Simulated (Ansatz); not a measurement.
Results of r²SCAN in Ansatz (plane waves, PAW) for diamond-structure Si.

Numerical settings: plane-wave cutoff 600 eV, 12×12×12 k mesh, finite displacements, scalar-relativistic PAW data made under PBE.

The cell has the measured lattice: a = 5.430 Å, b = 5.430 Å, c = 5.430 Å, α = 90.00°, β = 90.00°, γ = 90.00°.

**Question.** What does this level give for the electronic dielectric constant ε∞ and TO(Γ) frequency?

**Answer.** 
- electronic dielectric constant ε∞ = 11.7
- TO(Γ) frequency = 522 cm⁻¹

Measured, for comparison: high-frequency dielectric constant 11.8 (300 K, not corrected to a static lattice, our sources range from 11.7 to 12.1; as tabulated in Skelton et al. (2020), arXiv:2005.00277); zone-centre TO phonon frequency 525 cm⁻¹ (low temperature, zero-point motion not removed; as tabulated in Tanner et al. (2021), arXiv:2110.11888). Computed (rounded) less measured: high-frequency dielectric constant -0.8 % (0.0 % to -3 % over the range), zone-centre TO phonon frequency -0.6 %.

Note: the cell isn't this level's own, so it is under some stress, which shifts stiffness and frequencies.

Ansatz is an electronic-structure program.
